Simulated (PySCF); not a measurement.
C₅H₆O.
Geometry (GFN2-xTB, Å), atoms numbered from 1 in this order:
```xyz
12
C5H6O angstrom
C     -1.955    0.241    0.057
C     -0.913   -0.838   -0.241
C      0.428   -0.342   -0.048
C      1.540    0.094    0.119
C      2.851    0.613    0.318
O      3.116    1.734    0.667
H     -1.865    0.580    1.086
H     -1.813    1.095   -0.600
H     -2.957   -0.154   -0.095
H     -1.062   -1.700    0.416
H     -1.010   -1.184   -1.275
H      3.643   -0.138    0.116
```

PySCF, density fitting, gas phase, GFN2-xTB geometry. The standard run uses grid level 2 after a coarse-grid start, the def2-universal JK fitting basis (with tight functions added where the orbital basis needs them), an energy threshold of 1e-9 Eh and DIIS. The changed runs have no coarse-grid stage.

Q: Standard PBE0/def2-SVPD: E = -268.785112 Eh, HOMO -7.850 eV, LUMO -1.832 eV, dipole 4.121 D, 15 cycles (coarse-grid cycles included). What changes at PBE0/def2-SVPD with: start guess sap?

A: E = -268.785112 Eh (0.000 mEh), HOMO -7.850 eV (0.000), LUMO -1.832 eV (0.000), dipole 4.121 D (0.000), 14 SCF cycles. The result matches the standard run within 0.02 mEh and 0.003 eV; such settings steer the iterations and don't enter the energy expression.

The cycles:
```
cycle   1  E = -261.1433741682  dE =  5.647e+00  |g| = 4.336e+00  |ddm| = 1.298e+02
cycle   2  E = -207.9634033161  dE =  5.318e+01  |g| = 1.004e+01  |ddm| = 2.109e+02
cycle   3  E = -267.5507797361  dE = -5.959e+01  |g| = 2.184e+00  |ddm| = 1.665e+02
cycle   4  E = -268.0296300736  dE = -4.789e-01  |g| = 1.625e+00  |ddm| = 5.120e+00
cycle   5  E = -268.5457033284  dE = -5.161e-01  |g| = 1.002e+00  |ddm| = 3.038e+00
cycle   6  E = -268.7694541891  dE = -2.238e-01  |g| = 2.239e-01  |ddm| = 1.794e+00
cycle   7  E = -268.7750486469  dE = -5.594e-03  |g| = 2.058e-01  |ddm| = 7.363e-01
cycle   8  E = -268.7847845916  dE = -9.736e-03  |g| = 3.674e-02  |ddm| = 3.649e-01
cycle   9  E = -268.7850979680  dE = -3.134e-04  |g| = 7.355e-03  |ddm| = 7.911e-02
cycle  10  E = -268.7851107777  dE = -1.281e-05  |g| = 2.054e-03  |ddm| = 1.604e-02
cycle  11  E = -268.7851117751  dE = -9.974e-07  |g| = 3.940e-04  |ddm| = 4.992e-03
cycle  12  E = -268.7851118165  dE = -4.137e-08  |g| = 8.759e-05  |ddm| = 1.443e-03
cycle  13  E = -268.7851118186  dE = -2.134e-09  |g| = 3.316e-05  |ddm| = 2.781e-04
cycle  14  E = -268.7851118188  dE = -2.341e-10  |g| = 2.149e-05  |ddm| = 1.100e-04
```
